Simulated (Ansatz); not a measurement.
# Equilibrium lattice constant a of some cubic transition metals

Method: r²SCAN50 (PAW; Ansatz, an electronic-structure program). References are measured values corrected to a static lattice.

Values in Å.

```tsv
solid	reference	r²SCAN50	error (%)
fcc Ir	3.831	3.787	-1.15
bcc V	3.021	2.937	-2.78
bcc W	3.16	3.146	-0.44
fcc Cu	3.595¶	3.629	+0.95
bcc Mo	3.141	3.119	-0.70
fcc Ag	4.062	4.131	+1.70
```

Over these 6 solids the mean error is -0.40 %, the mean absolute error 1.29 % (median 1.05 %), and the worst case bcc V at -2.78 %; the value is too low in 4 of 6 cases.

All these references are brought to a static lattice.

Spin–orbit coupling is left out, also for the solids with elements from indium on (fcc Ir, bcc W); its size isn't shown.

¶ marks references of a special kind: fcc Cu, 3.595 Å (measured, low-temperature or extrapolated to 0 K; zero-point anharmonic expansion removed; as tabulated in Csonka et al. (2009), arXiv:0903.4037).

Exact exchange on metals is sensitive to the k mesh.

Differences are worked out from the printed values.

Ansatz's density-functional and Hartree–Fock values are scalar-relativistic unless marked +SOC, with PAW data made under PBE.

Ansatz's runs of these crystals have no spin polarisation. Meta-GGAs and exact exchange favour moments, which can bear on bcc V.

Not in this set, of the transition metals with a reference value in our tables and a result at some level: 11 for a reference at room or unstated temperature; 9 for no value at r²SCAN50 (not run, a failed fit, an unstable or unbound cell, or a value held back for tests). These can be a level's best or worst cases. Solids without a released value at any level aren't counted. Layered and molecular crystals are counted apart. The metals Ce to Yb are counted apart.

References as tabulated in Mejia-Rodriguez and Trickey (2018), arXiv:1807.09216; Csonka et al. (2009), arXiv:0903.4037.
